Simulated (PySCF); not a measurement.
Theory: core-valence-separated Tamm–Dancoff BHandHLYP/aug-pcX-1 (pcseg-1 on H, def2-SVPD on P) in PySCF, non-relativistic, gas phase, PBE0-D3(BJ)/def2-SVP geometry. No empirical shift is added; at this level the pattern usually sits a few eV under experiment.

Main lines of an unknown, eV (oscillator strength): C K: 282.5 (0.056), 282.6 (0.064), 285.7 (0.035), 285.8 (0.009), 285.9 (0.037). Listed: the first five lines at most of each edge with a tenth or more of its strongest line's intensity; roots within 0.03 eV on the same or equivalent atoms are summed. Only the lowest roots were sought, and the top ones are left out.

Question: Which candidate gives them?
A. `CCP1CC1`
B. `C=CP(C)C`

Answer: B. 

- `C=CP(C)C`: C K: 282.5 (0.056), 282.6 (0.064), 285.7 (0.035), 285.8 (0.009), 285.9 (0.037). First C line listed at 282.5 eV, hole on the terminal =CH2 carbon (1s→π*).
- `CCP1CC1`: C K: 285.0 (0.086), 285.7 (0.029), 285.8 (0.024), 286.0 (0.025), 286.1 (0.011). First C line listed at 285.0 eV, hole on the sp3 carbon bound to phosphorus.

One conformer each; other structures than these candidates weren't tested.

Shape of the structure used: `[CH2:1]=[CH:2][P:3]([CH3:4])[CH3:5]`: C1–C2–P3–C4 19°.
